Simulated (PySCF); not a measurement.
Species: CS.
SMILES: `[C-]#[S+]`

Method used: B3LYP/6-31+G* geometry optimisation, gas phase (PySCF 2.14.0).

Take the most abundant isotopes and a rigid rotor. 

**Question.** What are the moment of inertia and the rotational constant?

**Answer.** I = 20.786 u·Å², B = 505379 MHz·u·Å²/I = 24313 MHz (0.8110 cm⁻¹, or 1.167 K as hB/k). For two atoms I = μr² with μ = 8.7252 u and r = 1.5435 Å.

**Question.** List the first levels of a rigid rotor in a Σ state.

**Answer.** E(J) = BJ(J+1): J = 1: 1.622, J = 2: 4.866, J = 3: 9.732, J = 4: 16.220, J = 5: 24.330, J = 6: 34.062 cm⁻¹.

**Question.** Where do the first rotational lines fall?

**Answer.** The dipole is 1.75 D; J+1 ← J lies at 2B(J+1): 1 ← 0 at 48.63 GHz, 2 ← 1 at 97.25 GHz, 3 ← 2 at 145.88 GHz, 4 ← 3 at 194.51 GHz, 5 ← 4 at 243.13 GHz, 6 ← 5 at 291.76 GHz.

**Question.** Estimate the classical rotational partition function at 10 K, 25 K and 200 K.

**Answer.** Point group C∞v, symmetry number σ = 1; q = kT/(σhB), k/h = 20836.6 MHz/K: 8.6 at 10 K, 21.4 at 25 K, 171 at 200 K.

No frequency check. No vibrational averaging or centrifugal distortion is included, and the geometry carries the error of its method.

Hardware: one thread, Arm Neoverse V1 (aarch64), shared host with 32 logical CPUs at a one-minute load of 15. Cost: 1.1 s, 0.24 GiB resident at most. That covers the optimisation of the geometry.
